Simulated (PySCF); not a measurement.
SiH4, singlet: vertical spin and charge gaps

Geometry (PBE0/def2-TZVP stationary point for this spin, not checked as a minimum):

```csv
atom,x (Å),y (Å),z (Å)
Si,0.0000,0.0000,0.0000
H,0.8558,0.8587,0.8568
H,-0.8596,-0.8544,0.8574
H,-0.8547,0.8555,-0.8611
H,0.8584,-0.8599,-0.8531
```

Basis 6-31G; PySCF 2.14.0. Only valence electrons are correlated (noble-gas cores frozen). R marks a restricted (for open shells ROHF) determinant, U an unrestricted one.

Gaps are energies of the second state less the first, at fixed atoms, for a selection of the levels run; mean-field and cluster levels share one orbital occupation for each state, and full CI takes the lowest of the symmetries tried.

HF rows: RHF is the determinant under the cluster runs, UHF is the lowest solution found. The determinant for coupled cluster was chosen by a search with trial CCSD, here up to 0.33 eV above the lowest Hartree–Fock solution of its kind, and MP2 stands on that determinant too. The highest cluster run ends over 0.1 eV above full CI (CCSDT or CCSDTQ; CCSD(T) where those didn't converge) for the SiH4 triplet, so misses of HF, MP2 and cluster levels there may hold a gap between states.

Task: PBE gives 8.834 eV for triplet less singlet. Estimate what full CI gives in 6-31G.

Result: Full CI in 6-31G gives 8.904 eV, so against it PBE is off by -0.070 eV, of which a good part can be the reference's own basis and frozen-core error.

By full CI's occupations no single determinant describes the triplet well.

```
   level  gap (eV)  error (meV)
     RHF     9.043          139
     UHF     9.020          116
    UMP2     9.195          291
   RCCSD     9.144          240
RCCSD(T)     9.108          204
UCCSD(T)     9.110          206
  UCCSDT     9.342          438
    PBE0     9.023          119
   B3LYP     9.124          220
 wB97M-V     9.356          452
```

Removing an electron, to the doublet: 12.324 eV at full CI (singlet A', doublet ion A'', in Cs).

| level | gap (eV) | error (meV) |
| --- | --- | --- |
| RMP2 | 12.396 | 72 |
| UCCSD | 12.334 | 10 |
| RCCSD(T) | 12.329 | 5 |
| UCCSD(T) | 12.329 | 5 |
| PBE | 12.507 | 183 |
| PBE0 | 12.678 | 354 |
| B3LYP | 12.703 | 379 |
| wB97X-V | 12.850 | 526 |
| wB97M-V | 12.758 | 434 |
| B2PLYP | 12.572 | 248 |

In so small a basis the reference is far from its limit while semilocal and hybrid functionals are nearer theirs (RPA and double hybrids share part of the reference's basis error), so the functionals' errors here hold much of the reference's basis and frozen-core error, which can add to them or hide them. The set has no polarisation functions, which weighs most on the reference.

Full CI is exact within this basis and frozen core; it isn't the basis-set limit. The frozen core follows each run's orbitals, which can shift R against U totals by a few meV.
